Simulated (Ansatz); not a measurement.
Ansatz (a program for electronic structure) input (B3LYP-D3(BJ)/def2-TZVP):

Ansatz 0.2 input:
```yaml
crystal:
  periodic: [false, false, false]
  atoms:
    - {symbol: C, position_ang: [-0.88401651, 0.35228156, 0.23406999]}
    - {symbol: C, position_ang: [0.61883017, 0.09881188, 0.14227011]}
    - {symbol: Cl, position_ang: [-1.66249104, -1.36218847, 0.11822897]}
    - {symbol: H, position_ang: [-1.18874243, 0.76847404, -0.76755649]}
    - {symbol: H, position_ang: [1.11475564, 1.07808107, 0.13835702]}
    - {symbol: H, position_ang: [0.97104058, -0.44802100, 1.02423645]}
    - {symbol: H, position_ang: [0.97807647, -0.45513502, -0.74756359]}
basis:
  gaussian:
    orbitals: def2-TZVP
hamiltonian:
  xc: b3lyp
  dispersion: d3bj
total_charge: -1
relax: {f_tol: 0.002, max_steps: 150}
```

Output:

```
Functional definition: B3LYP
integrals: 0.04 GiB planned
799 factors; their error is unknown
mean field: 0.40 GiB planned
mean field evaluation 1: about -14658.4769 eV, gradient 4.0e1 eV
mean field evaluation 2: about -14653.1613 eV, gradient 5.9e1 eV
mean field evaluation 4: about -14662.4309 eV, gradient 3.1e0 eV
mean field evaluation 8: about -14662.4546 eV, gradient 2.9e-2 eV
mean field evaluation 16: about -14662.4721 eV, gradient 1.7e-4 eV
mean field -14662.47214995 eV, -538.8359129299 hartree, gradient 2.3e-5 eV, S^2 0.000000; 0 other end points of the search recorded, 0 dependent functions left out
the calculation of the forces begins
reference -14662.47237268 eV, -538.8359211153 hartree; 17, 17 occupied and 106, 106 virtual orbitals, 799 factors
relax step   1: F+E_penalty+E_count = -14662.67206638 eV  Δ(F+E_penalty+E_count) = +0.000e0 eV  max|allowed force component| = 7.939e-1 eV/Å  Δτ_max = 0.0000 Å  (28 SCF iters, accepted)
these checks for a lower state are left out or cut short: starts, cluster_reference, orbital_swaps, neighbouring_geometries, increment
integrals: 0.04 GiB planned
799 factors; their error is unknown
mean field: 0.40 GiB planned
mean field -14662.49417809 eV, -538.8367224495 hartree, gradient 1.3e-5 eV, S^2 0.000000; 0 other end points of the search recorded, 0 dependent functions left out
the calculation of the forces begins
reference -14662.49440115 eV, -538.8367306465 hartree; 17, 17 occupied and 106, 106 virtual orbitals, 799 factors
relax step   2: F+E_penalty+E_count = -14662.69336767 eV  Δ(F+E_penalty+E_count) = -2.130e-2 eV  max|allowed force component| = 5.375e-1 eV/Å  Δτ_max = 0.0378 Å  (32 SCF iters, accepted)
these checks for a lower state are left out or cut short: starts, cluster_reference, orbital_swaps, neighbouring_geometries, increment
integrals: 0.04 GiB planned
799 factors; their error is unknown
mean field: 0.40 GiB planned
mean field evaluation 32: about -14662.5103 eV, gradient 1.5e-5 eV
mean field -14662.51033062 eV, -538.8373160438 hartree, gradient 1.5e-5 eV, S^2 0.000000; 0 other end points of the search recorded, 0 dependent functions left out
the calculation of the forces begins
reference -14662.51055321 eV, -538.8373242239 hartree; 17, 17 occupied and 106, 106 virtual orbitals, 799 factors
relax step   3: F+E_penalty+E_count = -14662.70901426 eV  Δ(F+E_penalty+E_count) = -1.565e-2 eV  max|allowed force component| = 1.379e-1 eV/Å  Δτ_max = 0.0496 Å  (30 SCF iters, accepted)
these checks for a lower state are left out or cut short: starts, cluster_reference, orbital_swaps, neighbouring_geometries, increment
integrals: 0.04 GiB planned
799 factors; their error is unknown
mean field: 0.39 GiB planned
mean field -14662.51251498 eV, -538.8373963174 hartree, gradient 1.3e-5 eV, S^2 0.000000; 0 other end points of the search recorded, 0 dependent functions left out
the calculation of the forces begins
reference -14662.51273824 eV, -538.8374045221 hartree; 17, 17 occupied and 106, 106 virtual orbitals, 799 factors
relax step   4: F+E_penalty+E_count = -14662.70995700 eV  Δ(F+E_penalty+E_count) = -9.427e-4 eV  max|allowed force component| = 1.211e-1 eV/Å  Δτ_max = 0.0376 Å  (31 SCF iters, accepted)
these checks for a lower state are left out or cut short: starts, cluster_reference, orbital_swaps, neighbouring_geometries, increment
integrals: 0.04 GiB planned
799 factors; their error is unknown
mean field: 0.39 GiB planned
mean field -14662.51357829 eV, -538.8374353936 hartree, gradient 1.3e-5 eV, S^2 0.000000; 0 other end points of the search recorded, 0 dependent functions left out
the calculation of the forces begins
reference -14662.51380096 eV, -538.8374435766 hartree; 17, 17 occupied and 106, 106 virtual orbitals, 799 factors
relax step   5: F+E_penalty+E_count = -14662.71166924 eV  Δ(F+E_penalty+E_count) = -1.712e-3 eV  max|allowed force component| = 2.038e-2 eV/Å  Δτ_max = 0.0180 Å  (34 SCF iters, accepted)
these checks for a lower state are left out or cut short: starts, cluster_reference, orbital_swaps, neighbouring_geometries, increment
integrals: 0.04 GiB planned
799 factors; their error is unknown
mean field: 0.40 GiB planned
mean field -14662.51357478 eV, -538.8374352645 hartree, gradient 1.3e-5 eV, S^2 0.000000; 0 other end points of the search recorded, 0 dependent functions left out
the calculation of the forces begins
reference -14662.51379745 eV, -538.8374434474 hartree; 17, 17 occupied and 106, 106 virtual orbitals, 799 factors
relax step   6: F+E_penalty+E_count = -14662.71170203 eV  Δ(F+E_penalty+E_count) = -3.279e-5 eV  max|allowed force component| = 5.716e-3 eV/Å  Δτ_max = 0.0050 Å  (33 SCF iters, accepted)
these checks for a lower state are left out or cut short: starts, cluster_reference, orbital_swaps, neighbouring_geometries, increment
integrals: 0.04 GiB planned
799 factors; their error is unknown
mean field: 0.40 GiB planned
mean field -14662.51356107 eV, -538.8374347607 hartree, gradient 1.3e-5 eV, S^2 0.000000; 0 other end points of the search recorded, 0 dependent functions left out
the calculation of the forces begins
reference -14662.51378375 eV, -538.8374429440 hartree; 17, 17 occupied and 106, 106 virtual orbitals, 799 factors
relax step   7: F+E_penalty+E_count = -14662.71170727 eV  Δ(F+E_penalty+E_count) = -5.234e-6 eV  max|allowed force component| = 6.167e-3 eV/Å  Δτ_max = 0.0011 Å  (34 SCF iters, accepted)
these checks for a lower state are left out or cut short: starts, cluster_reference, orbital_swaps, neighbouring_geometries, increment
integrals: 0.04 GiB planned
799 factors; their error is unknown
mean field: 0.40 GiB planned
mean field evaluation 64: about -14662.5136 eV, gradient 1.6e-4 eV
mean field -14662.51356472 eV, -538.8374348948 hartree, gradient 1.3e-5 eV, S^2 0.000000; 0 other end points of the search recorded, 0 dependent functions left out
the calculation of the forces begins
reference -14662.51378739 eV, -538.8374430779 hartree; 17, 17 occupied and 106, 106 virtual orbitals, 799 factors
relax step   8: F+E_penalty+E_count = -14662.71170871 eV  Δ(F+E_penalty+E_count) = -1.440e-6 eV  max|allowed force component| = 1.847e-3 eV/Å  Δτ_max = 0.0002 Å  (34 SCF iters, accepted)
integrals: 0.04 GiB planned
799 factors; their error is unknown
mean field: 0.40 GiB planned
mean field -14662.51356472 eV, -538.8374348948 hartree, gradient 1.3e-5 eV, S^2 0.000000; 1 other end points of the search recorded, 0 dependent functions left out
the calculation of the forces begins
reference -14662.51378739 eV, -538.8374430779 hartree; 17, 17 occupied and 106, 106 virtual orbitals, 799 factors
Total energy: -14662.71193138 eV, -538.8447247352 hartree
Atom 0 at    -0.874967     0.381884     0.254845 Å, force    -0.001847     0.000264     0.001100 eV/Å
Atom 1 at     0.617077     0.101324     0.146980 Å, force     0.000710     0.000526    -0.000552 eV/Å
Atom 2 at    -1.696331    -1.410239     0.054877 Å, force    -0.000099    -0.000025    -0.000103 eV/Å
Atom 3 at    -1.186033     0.777181    -0.727582 Å, force     0.000343    -0.000326    -0.000562 eV/Å
Atom 4 at     1.121635     1.079337     0.097485 Å, force     0.000461    -0.000013     0.000043 eV/Å
Atom 5 at     0.999122    -0.406829     1.041004 Å, force     0.000306    -0.000348    -0.000122 eV/Å
Atom 6 at     0.966950    -0.490355    -0.725567 Å, force     0.000125    -0.000078     0.000196 eV/Å
Dipole moment:     0.322143    -0.228324    -0.273715 e Å
```

It need not be the lowest isomer of its formula. Whether it binds its extra electron was not tested at this geometry.
